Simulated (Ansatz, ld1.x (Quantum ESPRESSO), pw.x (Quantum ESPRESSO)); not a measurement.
From atom to crystal: ultrasoft potential for vanadium (V)

V, ultrasoft, made with ld1.x (Quantum ESPRESSO) 7.5 (PBE, scalar-relativistic). Core [Ne], reference 3s2 3p6 3d3 4s2 4p0. Waves: 3s (bound): rcut 1.45, rcutus 1.80 bohr; 4s (bound): rcut 1.45, rcutus 1.80 bohr; 3p (bound): rcut 1.80, rcutus 2.30 bohr; 4p (bound, empty): rcut 1.80, rcutus 2.30 bohr; 3d (bound): rcut 1.55, rcutus 1.95 bohr; 3d channel at 1.8 Ry: rcut 1.55, rcutus 1.95 bohr; 4f channel at 0.05 Ry: rcut 1.40, rcutus 1.90 bohr; 4f channel at 2.6 Ry: rcut 1.40, rcutus 1.90 bohr. Local part: all-electron potential smoothed inside 1.75 bohr (lloc = -2). Core correction: Bessel-smoothed model core inside 1.25 bohr. Augmentation charge: PSQ, radius 1.50 bohr.

Atomic tests: cutoffs needed: 30 Ry and 45 Ry (the cutoffs (Ry, on a coarse ladder) from which the occupation-weighted sum of valence levels, in a spherical-Bessel basis at the reference potential, stays within 10 and 1 mRy of its value at 400 Ry); ghost test: no extra level below or beside the all-electron valence levels (s, p, d, f tested) (spherical-Bessel basis up to 400 Ry, 20 bohr box); configuration tests: test run stopped at test 6 of 7 (negative rho), 1 before it not solved.

Crystal test: bcc V in pw.x 7.5, no spin, 15³ k-points, Fermi–Dirac smearing 0.01 Ry, cutoffs 55/440 Ry. The reference is all-electron LAPW (Ansatz 0.2.0) with the same functional, mesh and smearing; V0 and B0 come from Birch–Murnaghan fits to the pressures at five volumes. Errors are pseudo minus all-electron; Δ is the rms difference of the E(V) curves that follow from these fits, minima aligned, over ±6 % about the mean V0. Mesh and smearing are coarse, so the numbers serve the comparison and aren't converged zero-temperature values; the lattice is a test structure that the element need not adopt.

```
V (Å³/atom)  P all-electron (GPa)  P pseudo (GPa)
     12.758                 11.27           15.69
     13.093                  5.78            9.90
     13.429                  0.92            4.70
     13.765                 -3.39            0.06
     14.100                 -7.21           -3.98
```

All-electron: a0 = 3.000 Å (V0 = 13.50 Å³/atom), B0 = 179.4 GPa.

Pseudopotential: mean pressure error (GPa): +3.80; a0 (Å): 3.020; a0 error (%): +0.67; B0 error (%): -1.1; Δ (meV/atom): 10.7. This is a poor potential for the solid. Atomic configuration tests: test run stopped at test 6 of 7 (negative rho), 1 before it not solved.

**Question.** At the middle volume, how do free energy and pressure move when the wave cutoff is lowered (ecutrho held at 440 Ry)?

**Answer.**

```csv
cutoff (Ry),shift of F (meV/atom),shift of P (GPa)
25,+279.8,-1.75
33,+118.9,-1.38
44,+10.3,-0.95
```

The run at the middle volume (120 k-points, 10 iterations) took about 26 s on one core of a shared host (Neoverse-V1, 32 threads, 247 GiB, load 14).
